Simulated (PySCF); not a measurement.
## Identify the compound

An unknown has the formula C$_{5}$H$_{8}$O. Its calculated NMR data are:

1H NMR (300 MHz, computed): δ 6.95 (m, 1H), 6.74 (m, 1H), 5.81 (m, 1H), 2.56 (q, 2H), 1.07 (t, 3H).

13C{1H} NMR (computed): δ 205.0, 140.9, 136.6, 41.8, 9.7.

All values are calculated (PySCF 2.14.0 with density-fitted response routines): PBE0-D3(BJ)/def2-TZVP geometry, shielding tensors at B97-2/pcSseg-2 (GIAO). In vacuum, a single conformation, averaged over atoms made equivalent by symmetry, fast rotation or ring inversion, no relativistic terms.

Referencing at the same level of theory: TMS for 1H (σ = 31.64 ppm) and 13C (σ = 185.38 ppm).

Choose the structure that fits.
A. C/C=C/C(C)=O
B. C=CC(=O)CC
C. CC(=O)C1CC1

Answers

B. 

- The formula gives 2 degrees of unsaturation (no ring in the answer).
- 5 carbon signals for 5 carbons: no two carbons are equivalent.
- Carbon types of the structure: 1 × C, 1 × CH, 2 × CH2, 1 × CH3, which accounts for all hydrogens.
- δC 205.0: ketone carbonyl carbon; low-lying n→π* states of the double bond to the heteroatom give a large paramagnetic term (-272 ppm).
- δC 140.9: α carbon of a C=C–C=O unit; an sp2 carbon of a C=C bond.
- δC 136.6: β carbon of a C=C–C=O unit; conjugation with the carbonyl draws π density from the β position.
- δH 6.95, 5.81: hydrogen on a β carbon of a C=C–C=O unit; olefinic region.
- δH 2.56: hydrogen on an sp3 CH2 α to a carbonyl; α to C=O.

The others: C/C=C/C(C)=O would give 4 signals for carbon-bound and other non-exchanging H, not 5; CC(=O)C1CC1 would give 4 carbon signals, not 5.

Shifts are as computed. Against solution values, carbons near 30 ppm lie about +3 ppm off and those near 130 ppm about +7 ppm. Of 1211 compounds with measured shifts, 218 miss one by over three times the rms of a fit or turn the order of signals round; such compounds aren't used in these exercises. No couplings were computed; multiplicities are counted from neighbouring protons, with m where these are inequivalent, close in shift, in a saturated or five-membered ring or joined by F or P, and br s for small geminal =CH2 splittings.
